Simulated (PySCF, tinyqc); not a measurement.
The basis set: RHF and MP2 along a ladder of basis sets, for CH2, spin multiplicity 1. Computed by the program tinyqc with PySCF. Command: `OMP_NUM_THREADS=1 python tinyqc.py 112076 112077 out.jsonl`; one thread of a shared host (Intel(R) Xeon(R) Processor @ 2.60GHz), about 2 s.

Geometry (angstrom):
```
atom       x        y       z
C     0.0000   0.0000  0.0000
H     0.0000   0.8920  0.5630
H     0.0000  -0.9580  0.6060
```

Same geometry throughout; the dipole is taken about the origin.

RHF and frozen-core MP2 in a ladder of bases:
```
basis        functions  E(RHF) (hartree)  E(MP2 corr) (hartree)  HOMO (eV)  LUMO (eV)  dipole (debye)
sto-3g               7         -38.36128               -0.03368     -7.940      6.293           1.623
3-21g               13         -38.64691               -0.06450     -9.775      2.145           2.193
6-31g               13         -38.84905               -0.06432     -9.781      1.978           2.225
6-31g**             24         -38.87018               -0.10859     -9.935      2.057           1.942
cc-pvdz             24         -38.87509               -0.10904    -10.061      1.774           1.902
aug-cc-pvdz         41         -38.87889               -0.11447    -10.238      0.724           1.844
cc-pvtz             58         -38.88723               -0.13780    -10.208      1.381           1.869
```

From cc-pVDZ to cc-pVTZ the RHF energy falls by 12.1 mhartree and the correlation energy by 28.8. If valence correlation converges as X^-3, (27 E(T) - 8 E(D))/19 gives -0.1499 hartree, a rough estimate from such small X that usually falls short; STO-3G holds about 22 % of it. Beyond STO-3G the LUMO moves by 1.4 eV and the HOMO by 0.5 eV. The restricted reference is unstable here: a spin-polarised solution lies 0.0258 hartree lower (PySCF, cc-pVDZ), so results built on it describe a poor reference.
